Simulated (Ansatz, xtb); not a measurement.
**CH2OSi: which of two structures lies lower**

Structure X: a singlet given by its coordinates. Structure Y: `C1O[Si]1`, a singlet. Both are isolated molecules in the gas phase, relaxed with B3LYP/6-31G*.

X (Å):

```yaml
atoms:
  - { symbol: C, position_ang: [-1.6895, -1.0812, -0.8129] }
  - { symbol: O, position_ang: [-1.7856, -1.7897, 0.0848] }
  - { symbol: Si, position_ang: [-1.5480, 0.3833, -2.0005] }
  - { symbol: H, position_ang: [-2.6475, -0.2173, -2.8481] }
  - { symbol: H, position_ang: [-0.3548, -0.2798, -2.6520] }
```

Close contacts (Å): C1–O2 1.15, C1–Si3 1.89, Si3–H4 1.51, Si3–H5 1.51.

Y (Å):

```yaml
atoms:
  - { symbol: C, position_ang: [-0.2720, 0.4718, 0.1396] }
  - { symbol: O, position_ang: [1.0631, 0.1816, -0.4204] }
  - { symbol: Si, position_ang: [-0.0687, -0.4075, -1.5122] }
  - { symbol: H, position_ang: [-0.4577, -0.0654, 1.0708] }
  - { symbol: H, position_ang: [-0.4678, 1.5424, 0.2136] }
```

Quicker runs give these differences E(Y) − E(X): GFN2-xTB −1.199 eV; HF/STO-3G −1.497 eV (at GFN2-xTB geometries); r2SCAN-D4/def2-SVP −0.403 eV (at GFN2-xTB geometries).

Problem. Estimate E(Y) − E(X) at the level CCSD(T)/def2-TZVPP.

Solution. Calculated at CCSD(T)/def2-TZVPP: E(Y) − E(X) = −0.317 eV, so structure Y lies lower.

The same difference at several levels:

| level | geometry | E(Y) − E(X) (eV) | departure from the last row (eV) | job, with rough time for the two |
| --- | --- | --- | --- | --- |
| GFN2-xTB | GFN2-xTB | −1.199 | −0.882 | optimisation, 0.088 s |
| HF/STO-3G | GFN2-xTB | −1.497 | −1.180 | single point, 0.2 s |
| r2SCAN-D4/def2-SVP | GFN2-xTB | −0.403 | −0.085 | single point, 2.3 s |
| B3LYP/6-31G* | B3LYP/6-31G* | −0.159 | +0.158 | optimisation, 19 s |
| HF/def2-TZVPP | B3LYP/6-31G* | −0.160 | +0.157 | part of the CCSD(T) run |
| MP2/def2-TZVPP | B3LYP/6-31G* | −0.390 | −0.073 | part of the CCSD(T) run |
| CCSD(T)/def2-TZVPP | B3LYP/6-31G* | −0.317 |  | single point, 23 s |

The levels shown agree on the order. The largest departure from CCSD(T)/def2-TZVPP is that of HF/STO-3G, 1.180 eV.

With harmonic frequencies from B3LYP/6-31G* (ideal gas, rigid rotor, one conformer each, 298.15 K, 1 atm): the zero-point term adds +0.208 eV; ΔH is −0.135 and ΔG −0.092 eV.

The T1 diagnostic of structures X and Y is large, so the coupled-cluster value is less sure. The correlated steps freeze 7 core orbitals. Codes used: Ansatz 0.2.0, xtb 6.7.1; the last row on 1 thread of Arm Neoverse V2 on a shared host.
